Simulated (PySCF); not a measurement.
## One molecule, a ladder of functionals, a line

Molecule: `InChI=1S/C5H6S/c1-5-2-3-6-4-5/h2-4H,1H3`.

Structure with atom numbers: `[CH3:1][c:2]1[cH:3][cH:4][s:5][cH:6]1`. Each H is labelled by its parent atom.

GIAO shieldings (ppm, equivalent atoms averaged) in PySCF on the PBE0-D3(BJ)/def2-SVP geometry, basis pcSseg-1, gas phase, non-relativistic:

```csv
functional,exact exchange (%),σ(S5)
BLYP,0,243.1
BP86,0,260.3
PBE,0,262.9
B3LYP,20,260.5
PBE0,25,284.8
BHandHLYP,50,290.1
HF,100,354.1
```

Q: Fit each shielding as a line in the percentage of exact exchange.

A: σ(S5) = 252.7 + 0.96 x (rms 9.2 ppm). The functionals also differ in their semilocal parts, which the line can't hold; Hartree–Fock has no correlation at all.

Q: What does the line predict for mPW1PW91 (25 %), and what does the run give?

A: σ(S5): 276.7 predicted, 280.8 computed ppm.
